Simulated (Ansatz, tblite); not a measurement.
Removing an electron: BH₃. The state is a singlet with charge 0. Geometry: r2SCAN-D4/def2-TZVP. Ansatz, gas phase; energy differences of separate SCF runs; the oxidised species was run as a doublet alone.

| atom | x (Å) | y (Å) | z (Å) |
| --- | --- | --- | --- |
| B1 | 0.000 | 0.000 | 0.000 |
| H2 | -0.403 | -1.122 | -0.025 |
| H3 | 1.059 | 0.264 | -0.479 |
| H4 | -0.656 | 0.858 | 0.505 |

The xTB rows come from tblite. HSE06 is defined as in plane-wave codes, on full-range PBE exchange. Correlated methods freeze 1 core orbital. HOMO above LUMO, or a gap near zero within one spin, warns that the state may not be the lowest or that an electron is smeared out.

Problem. Estimate orbital energies and vertical ionisation energies at: GFN1-xTB; GFN2-xTB; HF/def2-TZVPP; PBE-D4/def2-TZVP; r2SCAN-D4/def2-TZVP; PBE0-D4/def2-TZVP; r2SCAN0-D4/def2-TZVP; HSE06-D4/def2-TZVP; ωB97M-V/def2-TZVP; MP2/def2-TZVPP; CCSD/def2-TZVPP; CCSD(T)/def2-TZVPP.

Solution. 
```tsv
level	−HOMO (eV)	vertical IE (eV)	−LUMO (eV)	HOMO–LUMO gap (eV)	remarks
GFN1-xTB	12.76	17.02	8.04	4.72	–
GFN2-xTB	11.96	16.23	7.52	4.44	–
HF/def2-TZVPP	–	12.40	–	–	–
PBE-D4/def2-TZVP	8.47	12.90	3.05	5.43	gap within one spin near zero (+1 doublet)
r2SCAN-D4/def2-TZVP	8.82	12.95	2.53	6.29	–
PBE0-D4/def2-TZVP	9.92	13.04	1.95	7.97	–
r2SCAN0-D4/def2-TZVP	10.15	13.04	1.64	8.51	–
HSE06-D4/def2-TZVP	9.51	13.03	2.33	7.18	–
ωB97M-V/def2-TZVP	12.31	13.20	0.02	12.29	–
MP2/def2-TZVPP	–	13.24	–	–	–
CCSD/def2-TZVPP	–	13.25	–	–	–
CCSD(T)/def2-TZVPP	–	13.27	–	–	–
```

Run but left out: LDA (SPW92)/def2-TZVP, BLYP-D4/def2-TZVP (charge +1 doublet: an occupied level 0.01 to 0.24 eV above an empty one).  Raw xTB energy differences between charge states are shifted by several eV; the methods need an empirical correction for them.
